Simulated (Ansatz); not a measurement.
A relaxation, step by step

CH₆FN (SMILES F.CN), closed shell, PBE0-D4/def2-TZVP (Ansatz 0.2.0). Settings:

```yaml
hamiltonian: {xc: pbe0, dispersion: d4}
relax: {f_tol: 0.005, max_steps: 200}
```

Start (the SMILES describes the start alone):

F1  (0.314, -0.282, -2.268)
H2  (-0.118, 0.164, -1.516)
C3  (0.351, -0.395, 0.692)
N4  (-0.526, 0.566, 0.014)
H5  (0.304, -0.368, 1.804)
H6  (1.395, -0.212, 0.374)
H7  (0.095, -1.416, 0.348)
H8  (-0.303, 1.531, 0.288)
H9  (-1.511, 0.411, 0.263)
(Å)

```json
{"step": "1", "energy less the last (meV)": "65.7", "largest force component (eV/Å)": "0.627"}
{"step": "2", "energy less the last (meV)": "18.3", "largest force component (eV/Å)": "0.611"}
{"step": "3", "energy less the last (meV)": "2.9", "largest force component (eV/Å)": "0.118"}
{"step": "4", "energy less the last (meV)": "0.9", "largest force component (eV/Å)": "0.063"}
{"step": "5", "energy less the last (meV)": "0.1", "largest force component (eV/Å)": "0.044"}
{"step": "6", "energy less the last (meV)": "0.0", "largest force component (eV/Å)": "0.011"}
{"step": "7", "energy less the last (meV)": "0.0", "largest force component (eV/Å)": "0.003"}
```

Step 2, positions (Å) and forces (eV/Å):

```json
{"atom": "F1", "x": "0.219", "y": "-0.177", "z": "-2.397", "Fx": "-0.276", "Fy": "0.280", "Fz": "0.611"}
{"atom": "H2", "x": "-0.121", "y": "0.167", "z": "-1.539", "Fx": "0.217", "Fy": "-0.220", "Fz": "-0.508"}
{"atom": "C3", "x": "0.359", "y": "-0.405", "z": "0.739", "Fx": "0.070", "Fy": "-0.077", "Fz": "0.074"}
{"atom": "N4", "x": "-0.492", "y": "0.530", "z": "-0.001", "Fx": "-0.050", "Fy": "0.053", "Fz": "0.074"}
{"atom": "H5", "x": "0.268", "y": "-0.331", "z": "1.834", "Fx": "0.007", "Fy": "-0.002", "Fz": "-0.236"}
{"atom": "H6", "x": "1.403", "y": "-0.232", "z": "0.457", "Fx": "-0.159", "Fy": "-0.004", "Fz": "0.070"}
{"atom": "H7", "x": "0.113", "y": "-1.427", "z": "0.430", "Fx": "0.014", "Fy": "0.156", "Fz": "0.073"}
{"atom": "H8", "x": "-0.278", "y": "1.492", "z": "0.251", "Fx": "0.004", "Fy": "-0.170", "Fz": "-0.080"}
{"atom": "H9", "x": "-1.473", "y": "0.384", "z": "0.226", "Fx": "0.172", "Fy": "-0.016", "Fz": "-0.077"}
```

Step 4, positions (Å) and forces (eV/Å):

| atom | x | y | z | Fx | Fy | Fz |
| --- | --- | --- | --- | --- | --- | --- |
| F1 | 0.136 | -0.087 | -2.447 | -0.023 | 0.022 | 0.040 |
| H2 | -0.132 | 0.179 | -1.552 | 0.022 | -0.018 | -0.063 |
| C3 | 0.367 | -0.415 | 0.770 | -0.022 | 0.025 | -0.021 |
| N4 | -0.460 | 0.496 | -0.019 | 0.006 | -0.009 | 0.043 |
| H5 | 0.240 | -0.302 | 1.852 | 0.003 | -0.003 | 0.008 |
| H6 | 1.415 | -0.247 | 0.521 | 0.003 | -0.001 | 0.006 |
| H7 | 0.127 | -1.441 | 0.493 | 0.001 | -0.003 | 0.006 |
| H8 | -0.249 | 1.462 | 0.204 | 0.004 | -0.008 | -0.011 |
| H9 | -1.443 | 0.355 | 0.178 | 0.007 | -0.004 | -0.009 |

Step 5, positions (Å) and forces (eV/Å):

```csv
atom,x,y,z,Fx,Fy,Fz
F1,0.105,-0.054,-2.479,-0.015,0.019,0.044
H2,-0.135,0.185,-1.569,0.017,-0.026,-0.044
C3,0.369,-0.417,0.786,-0.004,0.004,-0.010
N4,-0.449,0.484,-0.023,0.008,-0.005,0.006
H5,0.231,-0.293,1.865,-0.002,0.002,-0.003
H6,1.421,-0.253,0.547,-0.003,-0.001,0.001
H7,0.132,-1.448,0.520,0.002,0.003,0.001
H8,-0.239,1.452,0.190,-0.006,-0.001,0.004
H9,-1.434,0.344,0.164,0.002,0.005,0.001
```

Last step (7):

| atom | x (Å) | y (Å) | z (Å) |
| --- | --- | --- | --- |
| F1 | 0.1019 | -0.0509 | -2.4828 |
| H2 | -0.1339 | 0.1819 | -1.5725 |
| C3 | 0.3693 | -0.4171 | 0.7870 |
| N4 | -0.4476 | 0.4834 | -0.0229 |
| H5 | 0.2296 | -0.2922 | 1.8659 |
| H6 | 1.4209 | -0.2530 | 0.5500 |
| H7 | 0.1322 | -1.4477 | 0.5214 |
| H8 | -0.2392 | 1.4514 | 0.1902 |
| H9 | -1.4333 | 0.3443 | 0.1638 |

The run took about 6.5 s on 4 CPU threads of an Arm Neoverse V2 (shared host).
